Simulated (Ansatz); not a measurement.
# Counterpoise correction, worked out

The pair of NH$_{4}$⁺ (SMILES [NH4+], atoms 1–5) and C$_{2}$H$_{6}$ (SMILES CC, atoms 6–13), both closed shells, in one local arrangement (a lower one may exist), relaxed at PBE0-D4/def2-TZVP:

N1  (-0.003, 0.079, -2.002)
H2  (0.788, 0.714, -2.126)
H3  (0.048, -0.667, -2.699)
H4  (-0.875, 0.598, -2.123)
H5  (0.027, -0.330, -1.050)
C6  (-0.057, 0.686, 1.449)
C7  (0.059, -0.770, 1.028)
H8  (-0.108, 1.382, 0.603)
H9  (-0.955, 0.849, 2.045)
H10  (0.801, 0.987, 2.052)
H11  (0.109, -1.432, 1.893)
H12  (0.982, -0.977, 0.467)
H13  (-0.817, -1.119, 0.463)
(Å)

Program: Ansatz 0.2.0. Basis: def2-TZVPPD. Cores are frozen in the correlated methods.

CCSD(T) total energies in eV:

| system | geometry | basis functions | energy |
| --- | --- | --- | --- |
| pair | pair | all | -3714.46122 |
| NH$_{4}$⁺ | as in the pair | all (partner as ghosts) | -1546.07114 |
| C$_{2}$H$_{6}$ | as in the pair | all (partner as ghosts) | -2168.10868 |
| NH$_{4}$⁺ | as in the pair | its own | -1546.06486 |
| C$_{2}$H$_{6}$ | as in the pair | its own | -2168.09676 |
| NH$_{4}$⁺ | free (PBE0-D4 minimum) | its own | -1546.06873 |
| C$_{2}$H$_{6}$ | free (PBE0-D4 minimum) | its own | -2168.11943 |

Problem. Work out the interaction energy with and without the counterpoise correction, the superposition error, and the binding energy from the relaxed fragments.

Solution. Without correction: -3714.46122 − (-1546.06486) − (-2168.09676) = -0.29960 eV.
With correction (each fragment in the whole basis): -3714.46122 − (-1546.07114) − (-2168.10868) = -0.28140 eV = -6.49 kcal/mol.
The superposition error is the difference, 0.01820 eV, 6 % of the uncorrected value: each fragment borrows its partner's functions.
Deformation from the free shapes: 0.00387 eV for NH$_{4}$⁺ and 0.02267 eV for C$_{2}$H$_{6}$.
Binding energy from relaxed fragments: -0.28140 + 0.00387 + 0.02267 = -0.25486 eV = -5.88 kcal/mol (electronic, without zero-point energy; negative means bound). For comparison, the corrected interaction energy by CCSD(T) at an estimated basis limit (MP2 extrapolated from triple and quadruple zeta, plus CCSD(T) − MP2 in triple zeta) is -0.300 eV; triple zeta with the correction binds less.

T1 diagnostic: at most 0.008.

For scale, one of the runs: CCSD(T)/def2-TZVPPD, 281 basis functions, launched by `ansatz run in.yaml --threads 4 --pin off --events-out ev --progress --plain --max-ram 9574MiB`. The run took 2.2 min on 4 CPU threads of an Arm Neoverse V2 (shared host), with 8.3 GiB of host memory at its peak.
